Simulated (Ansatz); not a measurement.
CH$_{6}$AlB (`C[BH][AlH2]`) at its PBE0-D4/def2-TZVP geometry, where that method's forces vanish. Charge 0, multiplicity 1.

```tsv
atom	x (Å)	y (Å)	z (Å)
C1	0.994	-0.946	0.480
B2	-0.179	0.072	0.596
Al3	-1.188	1.051	-1.001
H4	1.140	-1.436	-0.484
H5	1.026	-1.689	1.282
H6	1.884	-0.310	0.644
H7	-0.489	0.373	1.723
H8	-0.640	2.410	-1.635
H9	-2.549	0.474	-1.605
```

Question: For each bond, give half the difference of the two atoms' forces along it (eV/Å; positive pushes the atoms apart) under PBE-D4, r2SCAN-D4, B3LYP-D4, ωB97M-V in def2-TZVPP. (Estimate.)

Answer: The calculation gave: 
| bond | length (Å) | PBE-D4 | r2SCAN-D4 | B3LYP-D4 | ωB97M-V |
| --- | --- | --- | --- | --- | --- |
| C1–B2 | 1.558 | -0.05 | 0.03 | 0.10 | 0.13 |
| C1–H4 | 1.091 | 0.11 | -0.01 | -0.03 | -0.06 |
| C1–H5 | 1.094 | 0.14 | -0.02 | -0.04 | -0.07 |
| C1–H6 | 1.106 | 0.16 | 0.00 | -0.04 | -0.05 |
| B2–Al3 | 2.128 | -0.12 | -0.04 | 0.03 | 0.02 |
| B2–H7 | 1.207 | 0.11 | 0.00 | -0.13 | -0.14 |
| Al3–H8 | 1.597 | 0.09 | -0.01 | -0.06 | -0.11 |
| Al3–H9 | 1.596 | 0.09 | -0.01 | -0.06 | -0.11 |

B3LYP here is the variant with VWN-RPA as its local correlation; programs differ in this.

Program: Ansatz 0.2.0.
